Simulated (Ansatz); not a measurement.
# Hydrogen (H₂): ionisation energy by level of theory

One table from this session's results is given with a row withheld; the runs are named, their logs left out.

Computed with Ansatz 0.2.0, Gaussian basis. Level: unrestricted cation, the program's frozen cores in correlated methods.

Plan: UKS PBE-D4/def2-TZVPP; UKS r2SCAN-D4/def2-TZVPP; UKS PBE0-D4/def2-TZVPP; UKS B3LYP-D4/def2-TZVPP; UKS wB97X-V/def2-TZVPP; UKS wB97M-V/def2-TZVPP; UKS B2PLYP/def2-TZVPP; UHF/def2-SVP; UHF/def2-TZVPP; UHF/def2-QZVPP; then −ε(HOMO) from the neutral's earlier runs with LDA (SPW92), PBE-D4, revPBE-D4, BLYP-D4, r2SCAN-D4, B97M-V, PBE0-D4, B3LYP-D4, r2SCANh-D4, r2SCAN0-D4, HSE06-D4, BHLYP-D4, CAM-B3LYP-D4, LC-ωPBE, ωB97X-V, ωB97M-V.

## The geometry

All runs share one geometry, relaxed beforehand with PBE0-D4 in a triple-zeta def2 set.

SMILES `[H][H]`, 2 atoms, charge 0, spin multiplicity 1.

Atoms are counted from 1 here; the program's logs count them from 0.

Bond lengths: H1–H2 0.746 Å.

Set-up of the first run:

Input file in.yaml:

```yaml
crystal:
  periodic: [false, false, false]
  atoms:
    - {symbol: H, position_ang: [0.319306, -0.099178, 0.165489]}
    - {symbol: H, position_ang: [-0.319306, 0.099178, -0.165489]}
basis:
  gaussian: {orbitals: def2-TZVPP}
total_charge: 1
magnetization: {spin_polarized: true, initial_magnetization: 1}
hamiltonian: {xc: pbe, dispersion: d4}
```

Among the steps run: Cation, UKS PBE-D4/def2-TZVPP; Cation, UKS r2SCAN-D4/def2-TZVPP; Cation, UKS PBE0-D4/def2-TZVPP; Cation, UKS B3LYP-D4/def2-TZVPP; Cation, UKS wB97X-V/def2-TZVPP; Cation, UKS wB97M-V/def2-TZVPP; Cation, UKS B2PLYP (frozen core)/def2-TZVPP; Cation, UHF/def2-SVP; Cation, UHF/def2-TZVPP; Cation, UHF/def2-QZVPP.

One of the session's tables, all rows but one given; the rest of the session is left out.

It belongs to the step «Ionisation energies side by side». For comparison, −ε(HOMO) of the neutral from earlier runs:

```
  functional  −ε(HOMO) (eV)
 LDA (SPW92)          10.23
      PBE-D4          10.35
   revPBE-D4          10.37
     BLYP-D4          10.36
   r2SCAN-D4          10.79
      B97M-V          10.91
     PBE0-D4              ?
    B3LYP-D4          11.79
  r2SCANh-D4          11.37
  r2SCAN0-D4          12.25
    HSE06-D4          11.55
    BHLYP-D4          13.59
CAM-B3LYP-D4          13.59
     LC-ωPBE          15.11
     ωB97X-V          14.69
     ωB97M-V          14.45
```

Estimate the missing values for PBE0-D4.

**Answer.** −ε(HOMO) (eV): 11.97. In the column «−ε(HOMO) (eV)» it lies between B3LYP-D4 (11.79) and r2SCAN0-D4 (12.25).
